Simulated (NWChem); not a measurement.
# Correlation energy of nitric oxide (NO)

```xyz
2

N      0.0000     0.0000     0.6093
O      0.0000     0.0000    -0.5331
```
Charge 0, spin multiplicity 2.

Everything below was run with NWChem. The geometry was optimised at UPBE0/def2-SVP, a minimum by its harmonic frequencies.

Basis set: cc-pVTZ. Each correlation energy counts from its own Hartree-Fock reference.

| method | correlation energy (mHa) |
|---|---|
| URI-MP2 | -395.7 |
| UMP2 | -395.7 |
| SCS-UMP2 | -384.8 |
| CCSD on UHF | -400.6 |
| CCSD[T] on UHF | -420.4 |
| CCSD(T) on UHF | -418.8 |
| CCSD on ROHF | -407.7 |
| CCSD[T] on ROHF | -428.4 |
| CCSD(T) on ROHF | -426.8 |

The values span 43.6 mHa, from CCSD[T] on ROHF (lowest) to SCS-UMP2 (highest). 

The correlated methods keep 2 core orbitals frozen. The unpaired electrons of the parent sit in orbitals of symmetry b2 (C2v labels of the run); other states weren't searched. No SCF solution was tested for a lower state. Open-shell Hartree-Fock references start from PBE0 orbitals. No row is a measurement; the coupled-cluster row has its own basis-set and correlation limits.
